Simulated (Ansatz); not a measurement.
A nudged elastic band was laid between two geometries of AlH$_{4}$NO (7 atoms, charge 0, multiplicity 1).

Theory: Ansatz 0.2.0, RKS PBE/6-31G*.

```json
{
  "movable images": "9",
  "climbing image": "yes",
  "spring": "5.0 eV/Å²",
  "optimiser": "quadratic models (default)",
  "start path": "through a guess of the saddle point",
  "force threshold": "0.03 eV/Å",
  "iteration limit": "60",
  "end points": "relaxed"
}
```

Image 0:

```xyz
7
Properties=species:S:1:pos:R:3
Al 0.137 -0.267 0.231
H -0.005 -0.738 1.753
O 1.666 0.005 -0.534
H 2.463 -0.142 0.004
N -1.317 0.005 -0.765
H -2.272 -0.120 -0.432
H -1.312 0.305 -1.739
```

Image 10:

```xyz
7
Properties=species:S:1:pos:R:3
Al -0.619 0.699 0.935
H 1.692 -0.682 0.942
O 1.313 -0.106 0.245
H 0.700 -0.689 -0.308
N -1.038 -0.083 -0.745
H -1.995 -0.407 -0.922
H -0.693 0.316 -1.630
```

(1) What changes between the two ends?

(2) Give the energies along the band, and the barrier.

(3) What is the geometry of the highest image?

(4) What are the harmonic wavenumbers there?

Results:

(1) Bonds broken: Al1–H2. Bonds formed: H2–O3.

(2) The run converged. The highest image is number 5 of 0 to 10, 255.2 kJ/mol above the first end and 94.1 kJ/mol above the last; the last end lies 161.1 kJ/mol above the first. A vibrational analysis at the climbing image gives one clearly imaginary mode, 1204i cm⁻¹: a first-order saddle point. The orbitals stay closed-shell, which can raise the energy where a bond breaks towards radicals; this wasn't checked here.

| image | path coordinate (Å) | energy (kJ/mol) | Al1–H2 (Å) | H2–O3 (Å) |
| --- | --- | --- | --- | --- |
| 0 | 0.00 | 0.0 | 1.60 | 2.93 |
| 1 | 0.45 | 5.3 | 1.60 | 2.91 |
| 2 | 0.90 | 24.8 | 1.60 | 2.75 |
| 3 | 1.35 | 81.3 | 1.59 | 2.37 |
| 4 | 1.80 | 184.9 | 1.61 | 1.89 |
| 5 | 2.24 | 255.2 | 1.72 | 1.40 |
| 6 | 2.73 | 186.7 | 2.10 | 1.01 |
| 7 | 3.21 | 168.1 | 2.50 | 0.98 |
| 8 | 3.69 | 164.0 | 2.64 | 0.98 |
| 9 | 4.18 | 162.3 | 2.69 | 0.98 |
| 10 | 4.66 | 161.1 | 2.69 | 0.98 |

(3) 
```xyz
7
Properties=species:S:1:pos:R:3
Al -0.343 -0.155 0.642
H 1.161 -0.482 1.416
O 1.484 0.201 0.244
H 1.924 -0.415 -0.393
N -1.381 -0.118 -0.835
H -2.383 -0.315 -0.845
H -1.102 0.332 -1.711
```

(4) 1204i, 144, 184, 306, 365, 519, 553, 648, 754, 898, 1545, 1609, 3453, 3519, 3562 cm⁻¹.

The run took 2.8 min on 1 thread of Arm Neoverse V1, on a shared host, peak memory 0.1 GiB.
